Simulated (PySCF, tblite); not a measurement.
# CH4ClSi radical: geometry, infrared bands and EPR parameters

Wanted: the infrared bands and EPR parameters of CH4ClSi radical (`[SiH3][CH]Cl`), by calculation.

Computed with tblite 0.8.0 and PySCF 2.14.0, with density-fitted response routines of our own, on a single molecule in the gas phase. Atoms count from 0, in the outputs and in this text.

**1. Starting geometry**

7 atoms, charge 0, multiplicity 2; geometry from: force field or distance geometry start.

Bonds of the start (Å): Si0–C1 1.83, C1–Cl2 1.75, Si0–H3 1.47, Si0–H4 1.48, Si0–H5 1.46, C1–H6 1.09.

**2. Relaxing the molecule with GFN2-xTB**

Job settings and geometry (Å):

```
{"job": {"kind": "relax", "xc": "GFN2-xTB", "basis": "xTB"}, "charge": 0, "multiplicity": 2}
Si    -0.743200    -0.041300     0.007300
C      1.044400    -0.280300     0.316500
Cl     1.907500     1.210800     0.004800
H     -1.405500     0.219300     1.289700
H     -0.909200     1.197400    -0.784800
H     -1.375100    -1.113200    -0.753800
H      1.484400    -1.187900    -0.106800
```

Command:

```console
$ OMP_NUM_THREADS=1 python probes_run.py task.json out
```

This one command runs all jobs of the session in turn.

**Question.** This job is followed by: GFN2-xTB harmonic vibrations, gas phase; UKS B3LYP, pcH-1 on C Cl H Si, non-relativistic, mean-field spin-orbit, GIAO. What will the session give for the following? strongest single infrared mode (GFN2-xTB); zero-point energy (GFN2-xTB); g(iso) (B3LYP); ⟨S²⟩; largest a(iso) (averaged by class); potential on the surface of density 0.002 e/bohr³, 1st and 99th percentile.

**Answer**, as computed:

```
                                                                  quantity                 value
                                 strongest single infrared mode (GFN2-xTB)  784 cm⁻¹, 439 km/mol
                                              zero-point energy (GFN2-xTB)         23.7 kcal/mol
                                                            g(iso) (B3LYP)               2.00764
                                                                      ⟨S²⟩    0.754 (exact 0.75)
                                        largest a(iso) (averaged by class)   13C on C1, 90.3 MHz
potential on the surface of density 0.002 e/bohr³, 1st and 99th percentile    -0.33 V and 1.17 V
```

**Reading.** Relaxing lowered the energy by 0.320 eV in 56 steps; the close pair that moved most is C1–Cl2, from 1.751 to 1.691 Å. No mode is imaginary among the 15: a minimum at this level. The strongest single mode, at 784 cm⁻¹, moves mainly H5, H3 and H4. GFN2-xTB is a fitted tight-binding method: band positions and strengths are rough. Its intensities can rank the bands wrongly. C1 carries the largest spin population, 0.90 e. The isotropic g lies 5.3 ppt above the free-electron value. The conformer search found further structures of the same energy, which may be mirror or relabelled copies of this one.
